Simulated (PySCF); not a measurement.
Frontier levels across methods

Species: difluoroacetylene, C₂F₂.
SMILES with atom numbers: `[F:1][C:2]#[C:3][F:4]`

Cartesian coordinates in Å at the PBE0-D3(BJ)/def2-SVP level; atoms count from 1:
```
atom  x, y, z in Å
F1    -1.4171   -1.1728    0.1522
C2    -0.4515   -0.3736   -0.1001
C3     0.4515    0.3736   -0.3357
F4     1.4171    1.1728   -0.5881
```

Basis pcSseg-2 throughout (PySCF), one geometry. Isolated species at its PBE0-D3(BJ)/def2-SVP geometry, gas phase.

Task: How do the orbital energies and the gap change with the method?

Result: 
```
   method                    kind  HOMO (eV)  LUMO (eV)  gap (eV)  SCF cycles
     BLYP                     GGA      -6.66      -0.50      6.16          13
     OPBE                     GGA      -6.73      -0.47      6.26          14
    B97-D                     GGA      -6.76      -0.45      6.31          13
      PBE                     GGA      -6.77      -0.54      6.22          12
      KT2                     GGA      -6.81      -0.83      5.97          13
      KT3                     GGA      -6.85      -0.88      5.96          12
     BP86                     GGA      -6.85      -0.55      6.31          12
      LDA                     LDA      -6.99      -0.67      6.31          13
    B97-2           global hybrid      -7.94       0.58      8.51          10
    B3LYP           global hybrid      -7.98       0.28      8.26          12
     PBE0           global hybrid      -8.21       0.65      8.86          10
 mPW1PW91           global hybrid      -8.24       0.65      8.89          11
BHandHLYP           global hybrid      -9.55       1.63     11.18          11
CAM-B3LYP  range-separated hybrid      -9.67       1.66     11.34          11
  wB97X-D  range-separated hybrid     -10.10       2.68     12.79          12
  LC-wPBE  range-separated hybrid     -11.05       3.10     14.14          11
       HF            Hartree–Fock     -11.52       4.05     15.57           9
```

The HOMO spans 4.86 eV, from BLYP down to HF, and the gap runs from 5.96 eV (KT3) to 15.57 eV (HF). Over the methods BLYP (0 %), OPBE (0 %), B97-D (0 %), PBE (0 %), KT2 (0 %), KT3 (0 %), BP86 (0 %), LDA (0 %), B97-2 (21 %), B3LYP (20 %), PBE0 (25 %), mPW1PW91 (25 %), BHandHLYP (50 %), HF (100 %), a straight line through the gap against the share of exact exchange rises by 0.95 eV for each 10 % (correlation coefficient 0.998). The dipole is below 0.03 D at every level.

The vertical ΔSCF ionisation energy at PBE0/def2-SVPD is 11.22 eV; −ε(HOMO) comes closest to it with LC-wPBE (11.05 eV).
